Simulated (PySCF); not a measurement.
Species: C₂H₆N, net charge 0, doublet state. It need not be the lowest isomer of its formula. 
Geometry from a B3LYP-D3(BJ)/def2-TZVP (Ansatz) optimisation:
```xyz
9

C     -0.0072    -0.1765     1.1888
N      0.0467     0.6303     0.0038
C     -0.0178    -0.1612    -1.1908
H      0.8224    -0.8999     1.2161
H      0.0434     0.4479     2.0804
H     -0.9339    -0.7700     1.2248
H      0.8114    -0.8842    -1.2349
H      0.0249     0.4745    -2.0748
H     -0.9449    -0.7542    -1.2262
```
Charge 0, spin multiplicity 2.

Dispersion corrections to the total energy (kcal/mol) from the dftd3 and dftd4 libraries through PySCF: D3(BJ) without and D4 with the three-body term, each with the damping fitted for the functional named.

```tsv
functional	D3(BJ)	D4
LC-wPBE	[?]	-2.72
revPBE	[?]	-9.76
B3LYP	-4.73	-3.95
B2GP-PLYP	-1.38	-1.00
BP86	-4.05	-3.11
TPSS	[?]	-3.37
r2SCAN	-0.75	-0.61
```

### Question
Fill in the missing entries.

### Answer

- LC-wPBE, D3(BJ): -2.43
- revPBE, D3(BJ): -7.80
- TPSS, D3(BJ): -3.48
